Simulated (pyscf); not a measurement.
Optimised with ωB97X-D3(BJ)/def2-SVP in PySCF.

### Question
Estimate by transition-state theory the rate constant of `[ClH]` + `[CH3][Ga][Cl]` [doublet] -> `[Cl][Ga][Cl]` [doublet] + `[CH4]` (doublet surface; Cl–H, C–Ga broken, Cl–Ga, C–H formed) at 900 K, with ωB97M-D3(BJ)/def2-TZVP energies (ideal gas, 1 atm, RRHO with modes under 100 cm⁻¹ raised to 100, one conformer, R ln 2 for chiral ones without a mode under 150 cm⁻¹; no tunnelling).

### Answer
The electronic barrier is 13.0 kcal/mol and the thermal terms add +30.3, so ΔG‡ = 43.3 kcal/mol. With k_BT/h = 1.88e+13 s⁻¹ and RT = 1.788 kcal/mol, and a volume of 1.23e-19 cm³ per molecule at 1 atm, k = 7.2e-17 cm³ molecule⁻¹ s⁻¹. Wigner's tunnelling factor for 1182i cm⁻¹ would be 1.15. A shift of 1 kcal/mol in the barrier changes k by a factor 1.7. On the reactant side the descent ends in a complex (not fully relaxed), 7.0 kcal/mol under the separated species and 18.5 kcal/mol under the saddle at ωB97X-D3(BJ)/def2-TZVP. One saddle was located; it need not be the lowest between these sides. Elements up to Kr have no core potential and no relativistic terms here.
